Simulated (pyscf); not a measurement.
Elementary routes open to silyl (SiH₃•) + ammonia (NH₃) in the gas phase (doublet surface):
A. H₂N–SiH₂• + hydrogen (H₂) (H–Si, H–N broken; N–Si, H–H formed)
B. silylamine (H₂N–SiH₃) + H atom (H•) (H–N broken; N–Si formed)

Single points on ωB97X-D3(BJ)/def2-SVP structures (PySCF, gas phase).

**Question.** Rank the routes by free-energy barrier at 1200 K, lowest first, for ωB97M-D3(BJ)/def2-TZVP energies (ideal gas, 1 atm, RRHO with modes under 100 cm⁻¹ raised to 100, one conformer, R ln 2 for chiral ones without a mode under 150 cm⁻¹).

**Answer.** B (55.3 kcal/mol), A (75.5 kcal/mol)

Route B is the fastest of these, ahead of the next by 20.3 kcal/mol. The most stable products are those of A (ΔG = -7.9 kcal/mol), whose barrier is 20.3 kcal/mol higher: the kinetic and the thermodynamic product differ. At 298 K B is still the fastest. A: On the reactant side the descent ends in a complex (not fully relaxed), 4.1 kcal/mol under the separated species and 44.9 kcal/mol under the saddle at ωB97X-D3(BJ)/def2-TZVP. B: On the reactant side the descent ends in a complex, 4.2 kcal/mol under the separated species and 26.7 kcal/mol under the saddle at ωB97X-D3(BJ)/def2-TZVP. Only these routes are compared; each barrier is that of the saddle found, and lower ones may exist.
